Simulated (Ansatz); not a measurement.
**How methods differ on CH2AlN (SMILES N#[C][AlH2])**

CH2AlN: 5 atoms, total charge 0, spin state singlet. SMILES: `N#[C][AlH2]`. Geometry: relaxed at PBE0-D4/def2-TZVP.

```xyz
5

N     1.3823   -1.3460    1.3942
C     0.7142   -0.6980    0.7118
Al   -0.4072    0.3900   -0.4346
H    -1.6297   -0.3229   -1.1202
H    -0.0097    1.9032   -0.5926
```

Each level gives the energy change with the C2–Al3 bond stretched from 1.938 to 2.422 Å (eV). The values are calculated.

```csv
level,kind,program,value (eV),less FCI/STO-3G,CPU time (all runs)
HF/STO-3G (restricted),Hartree–Fock,Ansatz,1.97,+0.20,0.22 s
SVWN5/STO-3G (restricted),LDA,Ansatz,1.65,-0.12,1.5 s
revPBE/STO-3G (restricted),GGA,Ansatz,1.48,-0.29,2.2 s
BHLYP/STO-3G (restricted),global hybrid,Ansatz,1.81,+0.04,2.2 s
r2SCAN0/STO-3G (restricted),hybrid meta-GGA,Ansatz,1.75,-0.02,5.3 s
HSE06/STO-3G (restricted),range-separated hybrid,Ansatz,1.69,-0.08,2.8 s
B2PLYP/STO-3G (restricted),double hybrid,Ansatz,1.73,-0.04,3.2 s
MP2/STO-3G (restricted),perturbation theory,Ansatz,1.86,+0.09,0.24 s
BCCD(T)/STO-3G (restricted),coupled cluster or CI,Ansatz,1.77,0.00,0.41 s
FCI/STO-3G,exact in the basis,Ansatz,1.77,0.00,2.8 min
```

FCI/STO-3G is exact within its basis and frozen core, so for wave-function methods in that basis the difference is their error; functionals converge differently with the basis, so for them it is only a difference. The first shape isn't each level's own minimum. The values span 1.48 to 1.97 eV. All rows use very small basis sets, so none should be taken for the real molecule's value. Times are those of the runs behind each value, whatever else they computed, on shared processors of several kinds: orders of magnitude only.
